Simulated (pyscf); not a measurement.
PySCF, gas phase, ωB97X-D3(BJ)/def2-SVP geometries.

Problem. PBE/def2-TZVP puts the barrier of disilane (H₃Si–SiH₃) + hydrogen fluoride (HF) → F–SiH₂–SiH₃ + hydrogen (H₂) (four-centre exchange; singlet surface; H–Si, F–H broken, F–Si, H–H formed) at 106.7 kJ/mol and the reaction energy at -96.2 kJ/mol, from the separated reactants. What do r²SCAN/def2-TZVP, PBE0-D3(BJ)/def2-TZVP, ωB97M-D3(BJ)/def2-TZVP give on the same structures?

Solution. r²SCAN: ΔE‡ = 114.5 kJ/mol, ΔE = -106.5 kJ/mol; PBE0-D3(BJ): ΔE‡ = 124.6 kJ/mol, ΔE = -92.5 kJ/mol; ωB97M-D3(BJ): ΔE‡ = 129.9 kJ/mol, ΔE = -100.8 kJ/mol. PBE's barrier lies under all of them, by 7.8 to 23.3 kJ/mol. Its reaction energy lies among theirs. At the saddle there is also a short H–Si contact that neither side keeps. One saddle was located; it need not be the lowest between these sides.
